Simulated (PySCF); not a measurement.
## CH3NO: calculation against experiment

**What was measured.**

NIST CCCBDB Release 22 (SRD 101), experimental dipoles lists, for the gas: dipole moment (microwave Stark effect, vibrational ground state) 2.32 D.

The runs below try to reproduce these values; the comparison stands at the end.

Compound: CH₃NO.
Numbering: `[CH3:1][N:2]=[O:3]` (hydrogens: H4, H5, H6 on C1)

Cartesian coordinates in Å at the PBE0-D3(BJ)/def2-SVP level; atoms count from 1:
```
atom  x, y, z in Å
C1    -0.4098    0.0604    0.0716
N2     0.8837   -0.6294    0.0888
O3     1.7483   -0.0589   -0.5038
H4    -0.6929    0.2378    1.1214
H5    -1.1481   -0.6454   -0.3409
H6    -0.3684    0.9969   -0.5057
```

The PySCF runs (gas phase, on this PBE0-D3(BJ)/def2-SVP geometry; no spin–orbit coupling):

| level | job | basis functions | wall time |
| --- | --- | --- | --- |
| PBE0-D3(BJ)/def2-SVP, grid level 1 | geometry optimisation from a GFN2-xTB start shaken at random | 57 | 5.4 s |

Hardware: Intel Xeon Platinum 8559C, one thread, no GPU, shared host.

## Comparison

**Dipole moment.** Measured: 2.32 D (NIST CCCBDB Release 22 (SRD 101), experimental dipoles).

```
               level  computed (D)  computed − measured (D)  % (from the printed values)
PBE0-D3(BJ)/def2-SVP          2.42                    +0.10                           +4
```

The computed dipoles belong to one fixed geometry; measured ones are averaged over vibrations unless marked μe. Magnitudes are compared, not signs.

The geometry is computed, not the measured one. Where a level misses, the cause wasn't examined.
